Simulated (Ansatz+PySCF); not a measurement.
The numbers below are computed, except where a source is named.
Input for PySCF 2.14.0:

```python
from pyscf import gto, scf, cc

mol = gto.M(atom="""
Al 0.000000 0.000000 0.000000
Na 0.000000 0.000000 3.000000
""", basis='6-31g', charge=-1, spin=1)
mf = scf.UHF(mol)
mf.kernel()
mycc = cc.CCSD(mf, frozen=10).run()
et = mycc.ccsd_t()
print(mf.e_tot, mycc.e_corr, et, mycc.e_tot + et)
```

The script is written out from the run's settings.

Results

```
Converged                       : yes
Reference energy                : -403.69152 hartree
CCSD correlation energy         : -0.06370 hartree
Triples correction              : -0.00206 hartree
Total energy                    : -403.75728 hartree
Spin squared of the determinant : 0.761
```

This is not the lowest solution: another run reaches a determinant 0.64 eV lower. Caution: no diffuse functions for an anion.
